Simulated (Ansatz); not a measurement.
The same path of CH3NSi (6 atoms, charge 0, multiplicity 1) was run 3 times with different band settings. Lost on the way: C1–H4. Made: N2–H4.

All numbers below come from RKS PBE0-D4/STO-3G (Ansatz 0.2.0).

Relaxed end points:

```xyz
6
Properties=species:S:1:pos:R:3
C -0.433 -0.937 -0.131
N 0.819 -1.020 0.282
Si 0.202 0.705 0.040
H -1.166 -1.725 -0.354
H 0.693 1.430 -1.104
H -0.073 1.483 1.220
```

```xyz
6
Properties=species:S:1:pos:R:3
C -1.339 -0.583 -0.438
N -0.110 -0.939 -0.025
Si -0.030 0.815 -0.039
H 0.288 -1.897 0.128
H 0.990 1.244 -0.970
H 0.243 1.296 1.298
```

Common settings: spring 5.0 eV/Å²; optimiser quadratic models (default); start path through a guess of the saddle point; force threshold 0.05 eV/Å; iteration limit 60; end points relaxed.

| run | movable images | climbing image |
| --- | --- | --- |
| 1 | 5 | yes |
| 2 | 4 | no |
| 3 | 2 | yes |

Task: What does each run give, and how far can it be trusted?

Result: Run 1: converged after 10 iterations, highest image 3.835 eV above the first end. Neighbouring images differ by up to 1.7 eV, so the band resolves the path poorly. A vibrational analysis at the climbing image gives one clearly imaginary mode, 1591i cm⁻¹: a first-order saddle point.
Run 2: converged after 9 iterations, highest image 3.451 eV above the first end. Neighbouring images differ by up to 2.3 eV, so the band resolves the path poorly. No image climbed, so the highest image needn't sit at the top of the path.
Run 3: converged after 19 iterations, highest image 3.834 eV above the first end. Neighbouring images differ by up to 2.7 eV, so the band resolves the path poorly. Another band between the same ends (5 images) ends at a top of the same energy, where a vibrational analysis finds 1 clearly imaginary mode. So few images can step over the top or miss a turn of the path.
The orbitals stay closed-shell, which can raise the energy where a bond breaks towards radicals; this wasn't checked here. Limits of this set-up: minimal basis.
